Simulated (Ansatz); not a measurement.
Osmium, hcp: convergence with Methfessel-Paxton smearing

Computed with Ansatz, LDA, scalar-relativistic PAW, on the relaxed cell (a = 2.718 Å, c = 4.284 Å (c/a = 1.577); spin not included). Errors count from a run at 420 eV on a Γ-centred 22×22×12 mesh with Fermi-Dirac smearing of 0.1 eV, extrapolated to zero width. Fixed here: cutoff 420 eV, mesh 13×13×8. The SCF starts from atomic densities corrected by a trained network.

| width (eV) | E(σ→0) error (meV/atom) | F error (meV/atom) | P (GPa) | SCF iterations |
| --- | --- | --- | --- | --- |
| 0.01 | 0.4 | 0.4 | -0.07 | 5 |
| 0.1 | 0.3 | 0.3 | -0.06 | 5 |
| 0.2 | 0.2 | 0.3 | -0.08 | 5 |
| 0.3 | 0.5 | 0.5 | -0.07 | 5 |
| 0.6 | 0.1 | 1.6 | -0.16 | 5 |
| 1.0 | 0.2 | 10.2 | -0.59 | 5 |

Q: What does the run at 0.03 give (width)?

A: E(σ→0) error (meV/atom): 0.4; F error (meV/atom): 0.3; P (GPa): -0.07; SCF iterations: 5.
